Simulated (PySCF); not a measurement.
Where does carbon disulfide take a proton?

System: carbon disulfide, `S=C=S` (CS2). Numbering: `[S:1]=[C:2]=[S:3]`

Energies: ωB97X-D3(BJ)/def2-TZVP (PySCF, density fitting, integration grid level 2) on PBE0-D3(BJ)/def2-SVP structures. ωB97X-D3(BJ) is ωB97X-V with D3(BJ) in place of VV10. Zero-point and thermal terms (298.15 K, 1 bar) come from unscaled PBE0-D3(BJ)/def2-SVP harmonic frequencies, with soft modes damped to free rotors in the entropy.

```
                    site    product  PA / kJ/mol  GB / kJ/mol
S1 (thiocarbonyl sulfur)  S=C=[SH+]          692          669
```

PA is −ΔH and GB is −ΔG of B + H⁺ → BH⁺ in the gas phase.

In acetone the product from S1 is solvated 247 kJ/mol more strongly than the parent (electrostatics only).

Measured values (NIST Chemistry WebBook, evaluated or the median of agreeing entries): proton affinity (−ΔH) 682 kJ/mol (computed 692, difference 11); gas-phase basicity (−ΔG) 658 kJ/mol (computed 669, difference 12).

Run with `OMP_NUM_THREADS=1 python redox_run.py task.json out` on 1 thread of Arm Neoverse V1, a shared host. Structures, frequencies and single points: 60 s of wall time.

Differences come from unrounded values, so a last digit can differ from that of the printed terms.
